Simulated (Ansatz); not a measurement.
One change: `B[SiH2]C` becomes `C[SiH2]O`.

Ansatz, PBE0-D4/def2-TZVP geometries, multiplicity 1. Each molecule was computed in one conformer, which needn't be the lowest.

| property | `B[SiH2]C` |
| --- | --- |
| HOMO–LUMO gap (PBE/def2-TZVPP) / eV | 3.56 |
| size of the dipole moment (PBE/def2-TZVPP) / D | 0.75 |
| LUMO energy (PBE0/def2-TZVPP) / eV | -2.31 |
| HOMO energy (PBE0/def2-TZVPP) / eV | -8.10 |
| HOMO energy (PBE/def2-TZVPP) / eV | -6.88 |
| size of the dipole moment (B3LYP/def2-TZVPP) / D | 0.72 |

Problem. What does the change do to each property? (Estimate.)

Solution. The calculation gave: 
```csv
property,`C[SiH2]O`,shift
HOMO–LUMO gap (PBE/def2-TZVPP) / eV,6.55,2.99
size of the dipole moment (PBE/def2-TZVPP) / D,1.65,0.90
LUMO energy (PBE0/def2-TZVPP) / eV,0.48,2.79
HOMO energy (PBE0/def2-TZVPP) / eV,-8.42,-0.32
HOMO energy (PBE/def2-TZVPP) / eV,-6.94,-0.06
size of the dipole moment (B3LYP/def2-TZVPP) / D,1.67,0.95
```

With PBE0 the HOMO falls by 0.32 eV and the LUMO rises by 2.79 eV, so the gap widens by about 3.11 eV. PBE moves the HOMO by -0.06 eV and ωB97M-V by -0.45 eV. Dipoles are sizes alone; their direction can turn.

B3LYP here is the variant with VWN-RPA as its local correlation; programs differ in this.
